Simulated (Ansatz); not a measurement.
**Worked example: CH3Cl + NaOH → CH4O + NaCl**

Gas-phase species: CH3Cl `CCl`, singlet; NaOH `[OH][Na]`, singlet; CH4O (methanol) `CO`, singlet; NaCl, singlet. The partners trade Cl for OH: C–Cl and Na–OH bonds give way to C–OH and Na–Cl.

Shapes, held fixed at every level: PBE0-D4/def2-TZVP. Programs: Ansatz 0.2.0. The zero-point and thermal change to 298 K, harmonic and unscaled (PBE0-D4/def2-TZVP), is +6.5 kJ/mol.

At CCSD(T)/def2-TZVPP; 1 Eh = 2625.50 kJ/mol:

| species | energy (Eh) |
| --- | --- |
| CH3Cl | -499.560551 |
| NaOH | -237.782673 |
| CH4O | -115.555339 |
| NaCl | -621.834366 |

Task: Work out ΔH(298 K) of the reaction at this level.

Result: 
1. Products less reactants: (-115.555339) + (-621.834366) − [(-499.560551) + (-237.782673)] = -0.046481 Eh = -122.0 kJ/mol.
2. With the thermal change: -122.0 + (+6.5) = -115.5 kJ/mol.

Other levels give -129.2 (MP2/def2-SVP) to -109.8 kJ/mol (PBE-D4/def2-TZVPP). No measured value is set beside it here. Outer-core shells of Na are correlated, in sets that cover them unevenly. Sets without diffuse functions underbind ionic bonds of s-block metals.
